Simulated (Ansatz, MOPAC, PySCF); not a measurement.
System: CH$_{3}$, charge -1, multiplicity 1. SMILES: [CH3-]
Geometry: optimised at B3LYP-D3(BJ)/def2-TZVP (Ansatz, a program for electronic structure).

Unscaled harmonic wavenumbers (cm⁻¹) in rising order, each level at the stationary point that it reaches from this structure (no distance between atoms moves by over 0.3 Å); the order of modes can differ between levels, and a negative number is imaginary. B3LYP-D3(BJ)/def2-TZVP (PySCF, at the structure above): 948, 1444, 1444, 2813, 2857, 2857.

PM6 (MOPAC): 750, 1283, 1283, 2814, 2814, 2858. Zero-point energy 16.9 against 17.7 kcal/mol; where all levels lie over 400 cm⁻¹, the wavenumbers are on average 0.926 times those of B3LYP-D3(BJ)/def2-TZVP.

HF/3-21G (Ansatz): 1146, 1664, 1664, 2812, 2816, 2816. Zero-point energy 18.5 against 17.7 kcal/mol; where all levels lie over 400 cm⁻¹, the wavenumbers are on average 1.081 times those of B3LYP-D3(BJ)/def2-TZVP.

HF/6-31G* (Ansatz): 1230, 1629, 1629, 2848, 2848, 2852. Zero-point energy 18.6 against 17.7 kcal/mol; where all levels lie over 400 cm⁻¹, the wavenumbers are on average 1.093 times those of B3LYP-D3(BJ)/def2-TZVP.
